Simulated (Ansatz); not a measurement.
Geometry optimisation, RKS B3LYP-D4/def2-SVP in Ansatz 0.2.0.

Input file:

```yaml
crystal:
  periodic: [false, false, false]
  atoms:
    - { symbol: "N", position_ang: [-0.2053, -1.1553, -0.0852] }
    - { symbol: Al, position_ang: [-0.0833, 0.7894, -0.1257] }
    - { symbol: H, position_ang: [0.6225, -1.5004, -0.4444] }
    - { symbol: H, position_ang: [-1.47445, 0.22889, 0.22375] }
    - { symbol: H, position_ang: [0.1724, 1.5433, -1.5255] }
    - { symbol: H, position_ang: [-0.1804, 1.6383, 1.2343] }
basis:
  gaussian: { orbitals: def2-SVP }
hamiltonian:
  xc: b3lyp
  dispersion: d4
relax:
  f_tol: 0.02
  max_steps: 50
```

Run as:

```bash
$ ansatz run input.yaml --threads 1 --pin off --max-ram 2048MiB --backend cpu --events-out ev --progress --plain --runs-dir out
```

Where does it end, and by what steps?

It converged. After 15 steps the energy has fallen by 6.693 eV; H4 moved furthest, 1.53 Å. Parted: Al2–H4. Joined: N1–H4.

```tsv
step	energy less start (eV)	largest force component (eV/Å)	accepted
0	0.0000	4.767	yes
1	-1.2046	1.773	yes
2	-1.9094	2.109	yes
3	-2.6978	2.533	yes
4	-3.6916	2.724	yes
5	-4.7418	3.324	yes
6	-5.8178	1.267	yes
7	-6.0845	0.939	yes
8	-6.3038	0.836	yes
9	-6.4365	1.823	yes
10	-6.5880	0.675	yes
11	-6.6341	1.860	yes
12	-6.6432	0.336	yes
13	-6.6919	0.030	yes
14	-6.6924	0.020	yes
15	-6.6925	0.001	yes
```

```xyz
6
Properties=species:S:1:pos:R:3
N -0.434 -0.649 -0.121
Al 0.025 1.065 -0.120
H -0.259 -1.302 -0.880
H -0.913 -1.128 0.637
H 0.769 1.632 -1.397
H -0.336 1.926 1.158
```

Whether the end is a true minimum wasn't checked by a vibrational analysis.

The run took 16 s on 1 CPU thread of a shared host.
